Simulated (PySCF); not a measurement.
Gas-phase reaction: 2 SiF3 + SiH4 = SiF4 + 2 SiH2F

Energies from PySCF (xtb for GFN2), thermal terms from the rigid-rotor harmonic-oscillator model, ideal gas at 1 bar. † marks an energy on the PBE0/def2-TZVP geometry and frequencies; other levels use their own. MP2 freezes the core. 6-31G* has spherical d functions here. Open shells (unrestricted): SiF3 (multiplicity 2), SiH2F (multiplicity 2); the rest are closed-shell singlets. GFN2 has no spin-polarisation term. SiH2F: computed as isolated molecules; such fragments, hydroxides, amides, oligomers or adducts are transient or little studied in the gas. MP2 isn't extrapolated to the basis-set limit; its ΔH°(298 K) is -11.9 kJ in def2-SVP and -7.4 kJ in def2-TZVPP. The harmonic model lacks anharmonicity and excited electronic states, which grow with temperature; levels with a mode under 35 cm⁻¹ are left out.

ΔH° and ΔS° at 298 K: BLYP/def2-TZVP† 1 kJ, 13 J/K; GFN2-xTB -86 kJ, 18 J/K; HF/6-31G* -23 kJ, 14 J/K; HF/def2-TZVP† -18 kJ, 13 J/K; MP2/def2-TZVPP† -7 kJ, 13 J/K.

Task: With the heat capacities included, give log10 K (1 bar) at 1000, 1200, 1400, 1600, 2000 K from BLYP/def2-TZVP†, GFN2-xTB, HF/6-31G*, HF/def2-TZVP†, MP2/def2-TZVPP†.

Result: 
| T (K) | BLYP/def2-TZVP† | GFN2-xTB | HF/6-31G* | HF/def2-TZVP† | MP2/def2-TZVPP† |
|---|---|---|---|---|---|
| 1000 | 0.7 | 5.5 | 1.9 | 1.6 | 1.1 |
| 1200 | 0.7 | 4.7 | 1.7 | 1.5 | 1.0 |
| 1400 | 0.7 | 4.2 | 1.6 | 1.4 | 1.0 |
| 1600 | 0.7 | 3.8 | 1.5 | 1.3 | 0.9 |
| 2000 | 0.7 | 3.2 | 1.3 | 1.2 | 0.9 |
